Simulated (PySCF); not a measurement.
# First-order multiplets

Cartesian coordinates in Å; atom numbers follow the order of the lines, from 1:
```xyz
12

C    -1.621    0.146   -0.158
C    -0.305    0.362    0.582
C     0.776   -0.565    0.127
C     1.920   -0.156   -0.409
F     2.863   -1.003   -0.823
H    -2.408    0.816    0.221
H    -1.503    0.333   -1.236
H    -1.978   -0.889   -0.040
H    -0.471    0.220    1.665
H     0.028    1.407    0.462
H     0.614   -1.646    0.221
H     2.201    0.891   -0.563
```

All values are calculated (PySCF 2.14): J couplings at B3LYP/pcJ-1 (spin–dipole term only in couplings to heteroatoms), σ from GIAO-PBE0/pcSseg-1, PBE0-D3(BJ)/def2-SVP geometry. Equivalent nuclei averaged, a single conformation, non-relativistic Hamiltonian, isolated molecule.

δ = σ(ref) − σ, references computed at the same level: ¹³C, ¹H vs TMS.

Spectrometer: 600 MHz for ¹H. First-order analysis; couplings under 1 Hz (under 4 Hz in carbon signals) are ignored, and nearly equal couplings are merged; the smaller ones broaden or split the lines further.

(1) What pattern does C1 show in the proton-coupled ¹³C spectrum?

(2) What pattern does H12 show (¹H)?

(3) What pattern does H11 show (¹H)?

(4) What pattern does H6/H7/H8 show (¹H)?

Answers

(1) A quartet of triplets at δ 17.5: 133.3 Hz to H6/H7/H8 (3 × ¹H, 1 bond away), 4.4 Hz to H9/H10 (2 × ¹H, 2 bonds away). Lines in Hz from the centre (relative intensity): +204.3 (1), +199.9 (2), +195.6 (1), +71.0 (3), +66.7 (6), +62.2 (3), -62.2 (3), -66.7 (6), -71.0 (3), -195.6 (1), -199.9 (2), -204.3 (1). The outer lines are 408.7 Hz apart, the sum of the couplings kept, or 2.709 ppm at this field.

(2) A doublet of doublets of triplets at δ 6.66: 90.1 Hz to F5 (1 × ¹⁹F, 2 bonds away), 11.8 Hz to H11 (1 × ¹H, 3 bonds away), 1.7 Hz to H9/H10 (2 × ¹H, 4 bonds away). Lines in Hz from the centre (relative intensity): +52.6 (1), +51.0 (2), +49.2 (1), +40.9 (1), +39.1 (2), +37.5 (1), -37.5 (1), -39.1 (2), -40.9 (1), -49.2 (1), -51.0 (2), -52.6 (1). The outer lines are 105.3 Hz apart, the sum of the couplings kept, or 0.175 ppm at this field.

(3) A doublet of doublets of triplets at δ 5.46: 15.3 Hz to F5 (1 × ¹⁹F, 3 bonds away), 11.8 Hz to H12 (1 × ¹H, 3 bonds away), 9.3 Hz to H9/H10 (2 × ¹H, 3 bonds away). Lines in Hz from the centre (relative intensity): +22.9 (1), +13.6 (2), +11.1 (1), +7.5 (1), +4.2 (1), +1.8 (2), -1.8 (2), -4.2 (1), -7.5 (1), -11.1 (1), -13.6 (2), -22.9 (1). The outer lines are 45.7 Hz apart, the sum of the couplings kept, or 0.076 ppm at this field.

(4) A triplet of doublets at δ 1.04: 8.3 Hz to H9/H10 (2 × ¹H, 3 bonds away), 1.2 Hz to F5 (1 × ¹⁹F, 5 bonds away). Lines in Hz from the centre (relative intensity): +8.9 (1), +7.7 (1), +0.6 (2), -0.6 (2), -7.7 (1), -8.9 (1). The outer lines are 17.8 Hz apart, the sum of the couplings kept, or 0.030 ppm at this field.

Unscaled 3J(H,H) at this level run about 10 % above measured values. Couplings across =CH–CH2 type bonds come from one rotamer and its mirror image, and can be 1–2 Hz further off.
